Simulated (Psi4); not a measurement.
**AlH3 (SMILES [H][Al]([H])[H]) at MP2.5/jun-cc-pVDZ**

What is the energy change on altering one bond length of AlH3 at MP2.5/jun-cc-pVDZ? 

The calculation is run with Psi4 1.11.

8 further runs of the same task are left out: 2 that didn't finish, 6 set aside as unsound or not needed.

### 1 The molecule

The species is AlH3 (4 atoms), meant as a singlet with charge 0. SMILES: `[H][Al]([H])[H]`. Geometry: a GFN2-xTB relaxation, a rough one for these elements and not checked as a minimum.

Bond lengths: Al1–H2 1.553 Å, Al1–H3 1.553 Å, Al1–H4 1.553 Å. Angles: H2–Al1–H3 120.0°, H2–Al1–H4 120.0°, H3–Al1–H4 120.0°.

### 2 The energy at MP2.5/jun-cc-pVDZ

alh3.xyz

```xyz
4
AlH3
Al    -0.000010    -0.000020     0.000020
H      1.552650    -0.030520     0.014610
H     -0.749810     1.359840    -0.019120
H     -0.802830    -1.329300     0.004480
```

job.py

```python
import psi4

psi4.set_memory('1600 MB')
psi4.set_num_threads(1)
psi4.set_output_file('alh3.out', False)

with open('alh3.xyz') as f:
    atoms = ''.join(f.readlines()[2:])
molecule = psi4.geometry('0 1\n' + atoms + '')

psi4.set_options({
    'basis': 'jun-cc-pVDZ',
    'scf_type': 'pk',
    'freeze_core': True,
    'mp_type': 'conv',
})

e_tot, wfn = psi4.energy('mp2.5', return_wfn=True)
print(f'mp2.5 energy: {e_tot:.10f} Eh')
```

Launch:

```sh
python job.py
```

alh3.out:

```text
[...]
  Running in c1 symmetry.
[...]
  Nuclear repulsion =   13.879459646128723
[...]
  Multiplicity = 1
[...]
  Nalpha       = 8
  Nbeta        = 8
[...]
    Number of basis functions: 37
[...]
   @RHF iter   1:  -243.62701071232311   -6.20375e-01   1.48392e-03 ADIIS/DIIS
[...]
   @RHF iter   7:  -243.63092556651009   -7.56017e-12   4.92731e-09 DIIS
[...]
    Orbital Energies [Eh]
    ---------------------
    Doubly Occupied:
       1A    -58.472103     2A     -4.890553     3A     -3.205452
       4A     -3.202586     5A     -3.202585     6A     -0.574528
       7A     -0.432703     8A     -0.432694
[...]
  @RHF Final Energy:  -243.63092556651009
   => Energetics <=
    Nuclear Repulsion Energy =             13.8794596461287227
    One-Electron Energy =                -366.1943644718318751
    Two-Electron Energy =                 108.6839792591930518
    Total Energy =                       -243.6309255665100864
[...]
 Multipole Moments:
 ------------------------------------------------------------------------------------
     Multipole            Electronic (a.u.)      Nuclear  (a.u.)        Total (a.u.)
 ------------------------------------------------------------------------------------
 L = 1.  Multiply by 2.5417464519 to convert [e a0] to [Debye]
 Dipole X            :         -0.0000688            0.0000350           -0.0000338
 Dipole Y            :         -0.0001340            0.0000699           -0.0000641
 Dipole Z            :          0.0001422           -0.0000787            0.0000636
 Magnitude           :                                                    0.0000964
[...]
	SCS-MP2 Total Energy (a.u.)        :  -243.71996602802227
	SOS-MP2 Total Energy (a.u.)        :  -243.72599424592005
	SCSN-MP2 Total Energy (a.u.)       :  -243.63770908580085
[...]
	SOS-PI-MP2 Total Energy (a.u.)     :  -243.73330722125928
[...]
	MP2 Total Energy (a.u.)            :  -243.70790959222666
[...]
```

Standard output:

```text
mp2.5 energy: -243.7172149591 Eh
```

It took 3.3 s on 1 thread of Intel Xeon Platinum 8259CL at 2.50GHz (Skylake/Cascade Lake), shared host; peak memory 0.29 GiB.

### 3 The distorted shape at the same level

alh3.xyz

```xyz
4
AlH3
Al    -0.074987     0.135960    -0.001894
H      1.477673     0.105460     0.012696
H     -0.749810     1.359840    -0.019120
H     -0.877807    -1.193320     0.002566
```

run.py

```python
import psi4

psi4.set_memory(1600000000)
psi4.set_num_threads(1)
psi4.core.set_output_file('alh3.out', False)

with open('alh3.xyz') as f:
    atoms = ''.join(f.readlines()[2:])
geom = psi4.geometry('0 1\n' + atoms + '')

psi4.set_options(dict(scf_type='pk', freeze_core=True, mp_type='conv'))

result, w = psi4.energy("mp2.5/jun-cc-pVDZ", return_wfn=True)
print(f'mp2.5/jun-cc-pVDZ energy: {result:.10f} Eh')
```

Launch:

```sh
python run.py
```

alh3.out:

```text
[...]
  Running in c1 symmetry.
[...]
  Nuclear repulsion =   14.392142749379039
[...]
  Multiplicity = 1
[...]
  Nalpha       = 8
  Nbeta        = 8
[...]
    Number of basis functions: 37
[...]
   @RHF iter   1:  -243.61539097083164   -5.74045e-01   1.54471e-03 ADIIS/DIIS
[...]
   @RHF iter   7:  -243.61948175559010   -3.86535e-12   4.41810e-09 DIIS
[...]
    Orbital Energies [Eh]
    ---------------------
    Doubly Occupied:
       1A    -58.457621     2A     -4.881173     3A     -3.195262
       4A     -3.193952     5A     -3.192422     6A     -0.584527
       7A     -0.443663     8A     -0.429289
[...]
  @RHF Final Energy:  -243.61948175559010
   => Energetics <=
    Nuclear Repulsion Energy =             14.3921427493790386
    One-Electron Energy =                -367.2674323476818472
    Two-Electron Energy =                 109.2558078427126986
    Total Energy =                       -243.6194817555901011
[...]
 Multipole Moments:
 ------------------------------------------------------------------------------------
     Multipole            Electronic (a.u.)      Nuclear  (a.u.)        Total (a.u.)
 ------------------------------------------------------------------------------------
 L = 1.  Multiply by 2.5417464519 to convert [e a0] to [Debye]
 Dipole X            :         -0.1213767            0.0655765           -0.0558002
 Dipole Y            :          0.2198718           -0.1187977            0.1010741
 Dipole Z            :         -0.0029526            0.0015945           -0.0013581
 Magnitude           :                                                    0.1154620
[...]
	SCS-MP2 Total Energy (a.u.)        :  -243.70885534764830
	SOS-MP2 Total Energy (a.u.)        :  -243.71490062663349
	SCSN-MP2 Total Energy (a.u.)       :  -243.62631742401814
[...]
	SOS-PI-MP2 Total Energy (a.u.)     :  -243.72224053979068
[...]
	MP2 Total Energy (a.u.)            :  -243.69676478967787
[...]
```

The script printed:

```text
mp2.5/jun-cc-pVDZ energy: -243.7060963622 Eh
```

Wall time 3.3 s (1 thread of Intel Xeon Platinum 8259CL at 2.50GHz (Skylake/Cascade Lake), shared host); peak memory 0.29 GiB.

### 4 Summary of results

At MP2.5/jun-cc-pVDZ, 5 core orbitals frozen:

```
                                                          quantity          value
                                         first shape: total energy  -243.71721 Eh
                  first shape: HOMO energy (Hartree–Fock orbitals)      -11.77 eV
                  first shape: LUMO energy (Hartree–Fock orbitals)        0.41 eV
                first shape: HOMO–LUMO gap (Hartree–Fock orbitals)       12.18 eV
          first shape: correlation energy (5 core orbitals frozen)      -86.3 mEh
                                     distorted shape: total energy  -243.70610 Eh
              distorted shape: HOMO energy (Hartree–Fock orbitals)      -11.68 eV
              distorted shape: LUMO energy (Hartree–Fock orbitals)        0.43 eV
            distorted shape: HOMO–LUMO gap (Hartree–Fock orbitals)       12.11 eV
      distorted shape: correlation energy (5 core orbitals frozen)      -86.6 mEh
energy change with the Al1–H3 bond shortened from 1.553 to 1.398 Å       0.303 eV
```

What this shows: With the Al1–H3 bond shortened from 1.553 to 1.398 Å the energy rises by 0.30 eV (29.2 kJ/mol). The first shape isn't relaxed at this level, so the change isn't measured from a minimum.
